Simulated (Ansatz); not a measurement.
A calculation with Ansatz (development build ahead of 0.2.0).

```yaml
crystal:
  periodic: [false, false, false]
  atoms:
    - { symbol: C, position_ang: [0.00042, 0.00156, -1.311] }
    - { symbol: C, position_ang: [-4.0e-05, 0.00072, 0.00449] }
    - { symbol: C, position_ang: [-0.00107, -0.00057, 1.30543] }
    - { symbol: H, position_ang: [-0.00025, -0.9379, -1.87522] }
    - { symbol: H, position_ang: [0.00032, 0.93616, -1.87467] }
    - { symbol: H, position_ang: [-0.9371, -0.00027, 1.87598] }
    - { symbol: H, position_ang: [0.93772, 0.00029, 1.875] }
basis:
  gaussian: { orbitals: cc-pVDZ }
hamiltonian:
  xc: hf
correlation:
  method: mp2
  frozen_orbitals: { C: 1, H: 0 }
```

The input is written out in the form of the current development build from the run's settings.

Output:

```yaml
Converged: yes
Reference_energy: -115.87184 hartree
Correlation_energy: -0.39242 hartree
Total_energy: -116.26427 hartree
Spin_squared_of_the_determinant: 0.000
```
